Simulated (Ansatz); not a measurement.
# CH2Li (doublet): the correlation ladder at distance C1–H3 = 1.555 Å, 6-31G

How much of the correlation energy of CH2Li (doublet) does each wave-function method recover here?

Computed with Ansatz 0.2.0, Gaussian basis. Level: 6-31G, core rule «outside noble gas», up to 2 orbitals frozen.

The runs, in order: UHF; CCSD(T) on ROHF; CCSD(T) on UHF; BCCD(T) on ROHF; CISD; CCSDT(Q) on ROHF; CCSDT(Q) on UHF; CCSDTQ on ROHF; CASSCF and MRCISD+Q, 3 electrons in 3 orbitals; CASSCF and NEVPT2, 3 electrons in 3 orbitals; Full CI.

40 further runs of the same task are left out: 22 for a known fault of the program, 17 that didn't finish, 1 set aside as unsound or not needed.

## 1. The system

The geometry derives from a PBE0/def2-TZVP stationary point (not a proven minimum). One bond is set to the value named and the two fragments are kept rigid.

4 atoms, charge 0, spin multiplicity 2.

Atoms are counted from 1 here; the program's logs count them from 0.

Bond lengths: C1–Li2 1.909 Å, C1–H4 1.100 Å. Angles: Li2–C1–H4 127.2°.

## 2. UHF

in.yaml

```yaml
crystal:
  periodic: [false, false, false]
  atoms:
    - {symbol: C, position_ang: [0.000000, -0.017423, 0.554785]}
    - {symbol: Li, position_ang: [0.000000, -0.017423, -1.354230]}
    - {symbol: H, position_ang: [0.000000, 1.221172, 1.494949]}
    - {symbol: H, position_ang: [0.000000, -0.893583, 1.219840]}
basis:
  gaussian: {orbitals: 6-31G}
magnetization: {spin_polarized: true, initial_magnetization: 1}
hamiltonian: {xc: hf}
output: {orbitals: {seedname: orbitals}}
```

The run is started by

```
$ ansatz run in.yaml --threads 1 --pin off --events-out ev --progress --plain --max-ram 2393MiB
```

After this run come: CCSD(T) on ROHF; CCSD(T) on UHF; BCCD(T) on ROHF; CISD; CCSDT(Q) on ROHF; CCSDT(Q) on UHF; CCSDTQ on ROHF; CASSCF and MRCISD+Q, 3 electrons in 3 orbitals; CASSCF and NEVPT2, 3 electrons in 3 orbitals; Full CI.

**Question.** What will the summary of the whole plan be? Wanted: FCI from the RHF energy; RMP2 from FCI; UMP2 from FCI; RCCSD from FCI; RCCSD(T) from FCI; UCCSD(T) from FCI; RCCSDT(Q) from FCI; UCCSDT(Q) from FCI; NEVPT2 pair from FCI.

**Answer**, as computed:

| quantity | value |
| --- | --- |
| FCI from the ROHF energy | -3.0601 eV |
| RMP2 from FCI | +711.9 meV |
| UMP2 from FCI | +753.8 meV |
| RCCSD from FCI | +90.3 meV |
| RCCSD(T) from FCI | +17.7 meV |
| UCCSD(T) from FCI | +21.1 meV |
| RCCSDT(Q) from FCI | +0.4 meV |
| UCCSDT(Q) from FCI | -0.1 meV |
| NEVPT2 pair from FCI | +449.4 meV |
| MRCISD+Q pair from FCI | +15.0 meV |
| levels within 1 kcal/mol (43 meV) | RCCSD(T), UCCSD(T), BCCD(T), RCCSDT, UCCSDT, RCCSDT(Q), UCCSDT(Q), RCCSDTQ, MRCISD+Q pair |
| T1 diagnostic | 0.030 |
| effectively unpaired electrons | 1.07 |

**Reading.** RCCSD(T) lands +17.7 meV from the yardstick (0.6 % of the correlation energy). One determinant dominates. Of the multireference levels listed MRCISD+Q pair comes nearest in total energy (+15.0 meV), which doesn't show that its space is the better one. These misses are within one basis, not against nature; the frozen cores of restricted and unrestricted runs differ, which can shift their rows.

Levels on UHF freeze UHF's core orbitals, full CI those of ROHF, so the U rows can settle a little off it for that reason alone.

With open shells the CI space here admits some triples and quadruples, so it is larger than plain CISD.
